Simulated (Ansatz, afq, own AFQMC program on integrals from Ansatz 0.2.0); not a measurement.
Integrals from Ansatz 0.2.0, then the random walk in our own AFQMC program (afq).

```yaml
crystal:
  periodic: [false, false, false]
  atoms:
    - {symbol: Ge, position_ang: [0.018323, 0.033109, -0.033187]}
    - {symbol: H, position_ang: [0.579626, 1.067034, 0.999404]}
    - {symbol: H, position_ang: [-1.945358, -3.515083, 3.523430]}
    - {symbol: H, position_ang: [-0.540901, 1.063926, -1.070005]}
    - {symbol: H, position_ang: [0.586106, -1.001944, -1.061095]}
basis:
  gaussian: {orbitals: cc-pVDZ}
total_charge: 1
magnetization: {spin_polarized: true, initial_magnetization: 1}
correlation: {method: ccsd_t, electrons: outside_noble_gas, hamiltonian_folder: ham}
```

```sh
$ ansatz run in.yaml --threads 1 --pin off --events-out ev --progress --plain --max-ram 1382MiB
```

Options of the walk:

```
--method phaseless --trial cisd --walkers 40 --populations 1 --least-time 40 --time-step 0.04 --steps-per-block 25 --equilibration-blocks 10 --max-blocks 60 --target-error 0.00128 --factor-cut 1e-05 --start spin_pure --seed 7011 --release-times 0.2,0.4 --release-step 0.02 --release-every 1 --taylor-order 8
```

Times are imaginary, in 1/Eh. The walk had a cap of 276 s. Filled inner d shells are frozen with the cores.

afq prints:

```
orbitals 33  electrons 4 3  factors 235 of 497
reference energy -2077.21201441 Eh
CCSD correlation -0.11129676 Eh in 11 cycles, weight of the determinant in the CISD state 0.9262
energy of the start -2077.323311 Eh
 block  time / (1/Eh)  mean weight  energy / Eh
     1     1.000  0.9893  -2077.323342
     2     2.000  1.0098  -2077.323309
     3     3.000  1.0086  -2077.325747
     4     4.000  1.0077  -2077.327377
     5     5.000  1.0007  -2077.324812
     7     7.000  0.9699  -2077.325453
     9     9.000  1.0041  -2077.327773
    11    11.000  0.9983  -2077.325669
    13    13.000  1.0061  -2077.327916
    15    15.000  0.9936  -2077.325522
    17    17.000  0.9871  -2077.325744
    19    19.000  0.9883  -2077.326479
    21    21.000  1.0013  -2077.324608
    22    22.000  0.9985  -2077.322776
    23    23.000  1.0010  -2077.328934
    25    25.000  0.9922  -2077.326751
    27    27.000  1.0133  -2077.325397
    29    29.000  0.9897  -2077.325445
    30    30.000  1.0133  -2077.331887
    31    31.000  1.0018  -2077.327061
    33    33.000  1.0052  -2077.326370
    35    35.000  1.0252  -2077.326420
    37    37.000  0.9964  -2077.324822
    39    39.000  1.0067  -2077.325829
    41    41.000  0.9977  -2077.324315
    43    43.000  0.9971  -2077.323405
    45    45.000  0.9829  -2077.326768
    47    47.000  0.9946  -2077.325690
    49    49.000  1.0028  -2077.326739
    50    50.000  0.9973  -2077.324934
blocks merged  error / Eh  count
     1  0.000295  40
     2  0.000300  20
     4  0.000294  10
released: time / (1/Eh)  energy / Eh  error  mean overlap
  0.20  -2077.325804  0.000239  0.9974
  0.40  -2077.325945  0.000232  0.9912
energy -2077.325859 +/- 0.000300 Eh
(rows thinned)
```

The run failed at least one of its tests; the cautions name the faults.

Against this walk (error 8.2 meV) on the same determinant: CCSD(T) 17.2 meV higher, CCSDT(Q) 0.6 meV higher (within the noise), a separate phaseless walk with a CISD trial and standard settings 1.5 ± 9.0 meV higher (within the noise). The error is statistical and leaves out the bias of the constraint. Released to 0.40 1/Eh the energy moves by -2 ± 10 meV (both errors), within twice the noise.

Cautions: constraint bias not in the error; error not settled; no relativity below Rb; no spin-orbit coupling; inner d shell frozen; the time-step error isn't removed.

The walk took 15 s on 1 thread of Intel(R) Xeon(R) 6975P-C (Granite Rapids), on a shared host. The log's last line is the phaseless energy.

CCSDT and higher add their correlation energy to the determinant of the CCSD(T) run, since their own runs factorise the integrals more tightly (a shift of under 2 meV). A walk keeps the symmetry of its determinant, which the program's search chose and which needn't be the lowest solution, so a lower state of the same spin and another symmetry isn't excluded.
